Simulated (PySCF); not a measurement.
# C2H2Cl2F2 (1,1-dichloro-2,2-difluoroethane): the cost of one run

Computed with PySCF 2.14.0, with density-fitted response routines of our own, on a single molecule in the gas phase. Atoms count from 0, in the outputs and in this text.

### Step 1. The starting structure

8 atoms, charge 0, multiplicity 1; geometry from: MMFF94s. The atoms were then displaced at random by about 0.03 Å, so the start is not that level's minimum.

Bonds of the start (Å): F0–C1 1.29, C1–F2 1.37, C1–C3 1.63, C3–Cl4 1.72, C3–Cl5 1.77, C1–H6 1.08, C3–H7 1.07.

### Step 2. Geometry optimisation at PBE0-D3(BJ)/def2-SVP

The job: settings as JSON, then the geometry in Å.

```
{"job": {"xc": "PBE0", "basis": "def2-SVP", "d3": "d3bj", "grid": 1, "shake": 0.03, "kind": "geom"}, "charge": 0, "multiplicity": 1}
F     -1.192870     1.042140     0.525740
C     -0.791990     0.059260    -0.211950
F     -1.557130    -1.025870     0.138700
C      0.808450    -0.155850     0.042510
Cl     1.689730     1.141310    -0.654470
Cl     1.058010    -0.327540     1.785820
H     -0.949920     0.254150    -1.263320
H      1.073960    -1.073260    -0.446730
```

The run is started by

```
> OMP_NUM_THREADS=1 python probes_run.py task.json out
```

This one command runs all jobs of the session in turn.

Q: Estimate the wall time and peak memory of this first job on 1 thread of Arm Neoverse V1, shared host.

About 22 s, with a peak of 0.41 GiB.
